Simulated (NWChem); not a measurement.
Everything below was run with NWChem. System: difluoromethane (CH₂F₂), charge 0, spin multiplicity 1, at a geometry optimised with PBE0/def2-SVP. Level: G0W0@PBE/def2-TZVP, RI basis def2-tzvp-rifit.

The NWChem input:

```
start mol
memory heap 200 mb stack 700 mb global 1700 mb
geometry units angstroms nocenter noautoz
  F      1.095795     0.000000     0.287172
  C      0.000000     0.000000    -0.490991
  F     -1.095795     0.000000     0.287172
  H      0.000000    -0.913695    -1.111578
  H      0.000000     0.913695    -1.111578
  symmetry group C2v
end
basis spherical
  * library def2-tzvp
end
basis "ri basis" bse spherical
  * library def2-tzvp-rifit
end
dft
  xc xpbe96 cpbe96
  iterations 100
  direct
  tolerances tight
end
task dft energy
gw
  states alpha occ 4 vir 2
end
task dft gw
```

Part of the output:

```
             Northwest Computational Chemistry Package (NWChem) 7.3.0
             --------------------------------------------------------

                                NWChem Input Module
                                -------------------

 Scaling coordinates for geometry "geometry" by  1.889725989
 (inverse scale =  0.529177249)

 Turning off AUTOSYM since
 SYMMETRY directive was detected!

                             Geometry "geometry" -> ""
                             -------------------------

 Output coordinates in angstroms (scale by  1.889725989 to convert to a.u.)

  No.       Tag          Charge          X              Y              Z
 ---- ---------------- ---------- -------------- -------------- --------------
    1 F                    9.0000     1.09579500     0.00000000     0.28717200
    2 C                    6.0000     0.00000000     0.00000000    -0.49099100
    3 F                    9.0000    -1.09579500     0.00000000     0.28717200
    4 H                    1.0000     0.00000000    -0.91369500    -1.11157800
    5 H                    1.0000     0.00000000     0.91369500    -1.11157800

 Effective nuclear repulsion energy (a.u.)      77.6550504557

            Nuclear Dipole moment (a.u.)
            ----------------------------
        X                 Y               Z
 ---------------- ---------------- ----------------
     0.0000000000     0.0000000000    -0.0000113384

      Symmetry information
      --------------------

 Group name             C2v
 Group number             16
 Group order               4
 No. of unique centers     3

      Symmetry unique atoms

     1    2    4


 Summary of "ao basis" -> "" (spherical)
 ------------------------------------------------------------------------------
       Tag                 Description            Shells   Functions and Types
 ---------------- ------------------------------  ------  ---------------------
 *                         def2-tzvp                  on all atoms

 new library libraries.bse/

 Summary of "ri basis" -> "" (spherical)
 ------------------------------------------------------------------------------
       Tag                 Description            Shells   Functions and Types
 ---------------- ------------------------------  ------  ---------------------
 *                      def2-tzvp-rifit               on all atoms

  pbe96 is a nonlocal functional; adding pw91lda local functional.

                                 NWChem DFT Module
                                 -----------------

 Summary of "ao basis" -> "ao basis" (spherical)
 ------------------------------------------------------------------------------
       Tag                 Description            Shells   Functions and Types
 ---------------- ------------------------------  ------  ---------------------
 F                         def2-tzvp                11       31   5s3p2d1f
 C                         def2-tzvp                11       31   5s3p2d1f
 H                         def2-tzvp                 4        6   3s1p

 Summary of "ao basis" -> "ao basis" (spherical)
 ------------------------------------------------------------------------------
       Tag                 Description            Shells   Functions and Types
 ---------------- ------------------------------  ------  ---------------------
 F                         def2-tzvp                11       31   5s3p2d1f
 C                         def2-tzvp                11       31   5s3p2d1f
 H                         def2-tzvp                 4        6   3s1p

      Symmetry analysis of basis
      --------------------------

        a1         40
        a2         14
        b1         29
        b2         22

            General Information
            -------------------
          SCF calculation type: DFT
          Wavefunction type:  closed shell.
          No. of atoms     :     5
          No. of electrons :    26
           Alpha electrons :    13
            Beta electrons :    13
          Charge           :     0
          Spin multiplicity:     1
          Use of symmetry is: on ; symmetry adaption is: on
          Maximum number of iterations: 100
          This is a Direct SCF calculation.
          AO basis - number of functions:   105
                     number of shells:    41
          Convergence on energy requested:  1.00D-06
          Convergence on density requested:  1.00D-05
          Convergence on gradient requested:  5.00D-04

              XC Information
              --------------
          PerdewBurkeErnzerhof Exchange Functional  1.000
            Perdew 1991 LDA Correlation Functional  1.000 local
           PerdewBurkeErnz. Correlation Functional  1.000 non-local

             Grid Information
             ----------------
          Grid used for XC integration:  medium
          Radial quadrature: Mura-Knowles
          Angular quadrature: Lebedev.
          Tag              B.-S. Rad. Rad. Pts. Rad. Cut. Ang. Pts.
          ---              ---------- --------- --------- ---------
          F                   0.50       49           7.0       434
          C                   0.70       49           7.0       434
          H                   0.35       45           7.0       434
          Grid pruning is: on
          Number of quadrature shells:   143
          Spatial weights used:  Erf1

          Convergence Information
          -----------------------
          Convergence aids based upon iterative change in
          total energy or number of iterations.
          Levelshifting, if invoked, occurs when the
[...]
 Total energy =    -238.364096
 1-e energy   =    -483.979092
 2-e energy   =     167.959946
 HOMO         =      -0.387866
 LUMO         =       0.135437

      Symmetry analysis of molecular orbitals - initial
      -------------------------------------------------

  Numbering of irreducible representations:

     1 a1          2 a2          3 b1          4 b2

  Orbital symmetries:

     1 a1          2 b1          3 a1          4 a1          5 b1
     6 a1          7 b1          8 a1          9 b2         10 a2
    11 b1         12 a1         13 b2         14 a1         15 b1
    16 a1         17 b2         18 b2         19 a1         20 a1
    21 b1         22 a1         23 b2

   convergence    iter        energy       DeltaE   RMS-Dens  Diis-err    time
 ---------------- ----- ----------------- --------- --------- ---------  ------
 d= 0,ls=0.0,diis     1   -238.7458159575 -3.16D+02  9.58D-03  1.24D+00     1.7
 d= 0,ls=0.0,diis     2   -238.5750390770  1.71D-01  5.82D-03  3.38D+00     2.6
 d= 0,ls=0.0,diis     3   -238.8471940955 -2.72D-01  1.12D-03  5.76D-02     3.4
 d= 0,ls=0.0,diis     4   -238.8494323451 -2.24D-03  6.49D-04  1.41D-02     4.2
 d= 0,ls=0.0,diis     5   -238.8506280853 -1.20D-03  1.16D-04  2.96D-04     4.9
 d= 0,ls=0.0,diis     6   -238.8506632181 -3.51D-05  5.53D-06  1.19D-06     5.7
 d= 0,ls=0.0,diis     7   -238.8506633182 -1.00D-07  7.41D-07  4.09D-08     6.4

         Total DFT energy =     -238.850663318232
      One electron energy =     -485.171347100579
           Coulomb energy =      195.518344886392
    Exchange-Corr. energy =      -26.852711559712
 Nuclear repulsion energy =       77.655050455667

 Numeric. integr. density =       25.999997971198

     Total iterative time =      6.0s

                  Occupations of the irreducible representations
                  ----------------------------------------------

                     irrep           alpha         beta
                     --------     --------     --------
                     a1                6.0          6.0
                     a2                1.0          1.0
                     b1                4.0          4.0
                     b2                2.0          2.0

                       DFT Final Molecular Orbital Analysis
                       ------------------------------------

 Vector   11  Occ=2.000000D+00  E=-3.630458D-01  Symmetry=a1
              MO Center=  4.1D-17,  3.1D-18,  7.8D-02, r^2= 1.8D+00
   Bfn.  Coefficient  Atom+Function         Bfn.  Coefficient  Atom+Function
  ----- ------------  ---------------      ----- ------------  ---------------
     8      0.329053  1 F  pz                70      0.329053  3 F  pz
    11      0.261961  1 F  pz                73      0.261961  3 F  pz
    14      0.178912  1 F  pz                76      0.178912  3 F  pz
    39     -0.124121  2 C  pz                95      0.102535  4 H  s
   101      0.102535  5 H  s                 35      0.093198  2 C  s

 Vector   12  Occ=2.000000D+00  E=-3.509460D-01  Symmetry=b1
              MO Center=  5.7D-15, -2.9D-15,  2.4D-01, r^2= 1.7D+00
   Bfn.  Coefficient  Atom+Function         Bfn.  Coefficient  Atom+Function
  ----- ------------  ---------------      ----- ------------  ---------------
     6      0.292327  1 F  px                68      0.292327  3 F  px
     9      0.236322  1 F  px                71      0.236322  3 F  px
     8     -0.228776  1 F  pz                70      0.228776  3 F  pz
    11     -0.183715  1 F  pz                73      0.183715  3 F  pz
    12      0.154516  1 F  px                74      0.154516  3 F  px

 Vector   13  Occ=2.000000D+00  E=-2.926766D-01  Symmetry=b2
              MO Center= -8.6D-15, -8.7D-15, -2.8D-01, r^2= 1.9D+00
   Bfn.  Coefficient  Atom+Function         Bfn.  Coefficient  Atom+Function
  ----- ------------  ---------------      ----- ------------  ---------------
     7      0.285913  1 F  py                69      0.285913  3 F  py
    10      0.229663  1 F  py                72      0.229663  3 F  py
    38     -0.213369  2 C  py                95      0.206574  4 H  s
   101     -0.206574  5 H  s                 96      0.178409  4 H  s
   102     -0.178409  5 H  s                 13      0.164002  1 F  py

 Vector   14  Occ=0.000000D+00  E= 3.386648D-02  Symmetry=a1
              MO Center= -8.2D-14,  6.4D-15, -1.1D+00, r^2= 4.3D+00
   Bfn.  Coefficient  Atom+Function         Bfn.  Coefficient  Atom+Function
  ----- ------------  ---------------      ----- ------------  ---------------
    36      1.934613  2 C  s                 96     -1.780696  4 H  s
   102     -1.780696  5 H  s                 45     -0.944800  2 C  pz
    35      0.229162  2 C  s                 39     -0.225058  2 C  pz
    42     -0.189923  2 C  pz                34      0.176300  2 C  s
     5      0.122277  1 F  s                 67      0.122277  3 F  s

 Vector   15  Occ=0.000000D+00  E= 5.381864D-02  Symmetry=b1
              MO Center=  5.0D-14,  1.5D-16, -6.8D-01, r^2= 3.1D+00
   Bfn.  Coefficient  Atom+Function         Bfn.  Coefficient  Atom+Function
  ----- ------------  ---------------      ----- ------------  ---------------
    43      1.213311  2 C  px                 5     -0.755848  1 F  s
    67      0.755848  3 F  s                 40      0.441935  2 C  px
    14      0.287140  1 F  pz                76     -0.287140  3 F  pz
    37      0.276698  2 C  px                 8      0.164422  1 F  pz
    70     -0.164422  3 F  pz                11      0.140690  1 F  pz

 Vector   16  Occ=0.000000D+00  E= 7.735008D-02  Symmetry=a1
              MO Center=  1.0D-14, -9.7D-17, -4.2D-01, r^2= 3.7D+00
   Bfn.  Coefficient  Atom+Function         Bfn.  Coefficient  Atom+Function
  ----- ------------  ---------------      ----- ------------  ---------------
    36      1.227424  2 C  s                 45      1.119378  2 C  pz
     5     -0.901602  1 F  s                 67     -0.901602  3 F  s
    35      0.752439  2 C  s                 12      0.419087  1 F  px
    74     -0.419087  3 F  px                42      0.349144  2 C  pz
    96     -0.335683  4 H  s                102     -0.335683  5 H  s

 center of mass
 --------------
 x =   0.00000000 y =   0.00000000 z =   0.10097342

 moments of inertia (a.u.)
 ------------------
          35.893369478256           0.000000000000           0.000000000000
           0.000000000000         192.815038465821           0.000000000000
           0.000000000000           0.000000000000         168.940031144936

     Multipole analysis of the density
     ---------------------------------

     L   x y z        total         alpha         beta         nuclear
     -   - - -        -----         -----         ----         -------
     0   0 0 0     -0.000000    -13.000000    -13.000000     26.000000

     1   1 0 0      0.000000      0.000000      0.000000      0.000000
     1   0 1 0     -0.000000     -0.000000     -0.000000      0.000000
     1   0 0 1     -0.652152     -0.326070     -0.326070     -0.000011

     2   2 0 0    -13.948810    -45.566541    -45.566541     77.184271
     2   1 1 0      0.000000      0.000000      0.000000      0.000000
     2   1 0 1      0.000000      0.000000      0.000000      0.000000
     2   0 2 0    -11.548271     -8.755398     -8.755398      5.962524
     2   0 1 1     -0.000000     -0.000000     -0.000000      0.000000
     2   0 0 2    -11.561434    -15.426276    -15.426276     19.291118

 Task  times  cpu:        6.4s     wall:        6.4s

                                NWChem Input Module
                                -------------------

                                 NWChem GW Module
                                 ----------------

                             ***********************
                             ***        GW       ***
                             ***********************

 Summary of "ri basis" -> "ri basis" (spherical)
 ------------------------------------------------------------------------------
       Tag                 Description            Shells   Functions and Types
 ---------------- ------------------------------  ------  ---------------------
 F                      def2-tzvp-rifit             22       76   8s6p4d3f1g
 C                      def2-tzvp-rifit             22       76   8s6p4d3f1g
 H                      def2-tzvp-rifit              7       15   4s2p1d

                 Memory Information
                 ------------------
          Available GA per process is          1699.9 MBs
          Available stack per process is        700.0 MBs
          Available heap per process is           0.0 MBs

          Peak memory in Initialization
              Peak GA per process is                  3.7 MBs
              Peak stack per process is               0.1 MBs
              Peak heap per process is                3.9 MBs
              Memory not in MA per process            0.0 MBs

          Peak memory in AFF Calculation
              Peak GA per process is                 16.3 MBs
              Peak stack per process is              10.9 MBs
              Peak heap per process is                0.0 MBs
              Memory not in MA per process           10.9 MBs

          Computing 2-center integrals
          Computing Inverse Cholesky factor
          Computing 3-center integrals
          Computing V_xc ...

          Computing Sigma_x
          Computing RPA polarizability
          Solving quasiparticle equations

                  Alpha Orbitals
          State     Energy (eV)     Error (eV)
          -----------------------------------
@GW        10        -14.691           0.003
@GW        11        -14.415           0.003
@GW        12        -14.150           0.003
@GW        13        -12.553           0.003
@GW        14          3.846           0.002
@GW        15          4.966           0.002

   Applying  -4.5893 eV scissor-shift to rest of particle states

   Applying   2.9244 eV scissor-shift to rest of hole states

     GW Timing Statistics
   ------------------------
   Init.   :          0.1s
     ERIs  :          0.9s
     Distr.:          0.0s
     Vxc   :          0.2s
   Sigma_x :          0.0s
   RPA     :          0.6s
   Wmn     :          0.0s
   Sigma_c :          0.0s
   GW total:          1.9s

 Task  times  cpu:        1.9s     wall:        1.9s

 Total times  cpu:        8.3s     wall:        8.3s
```
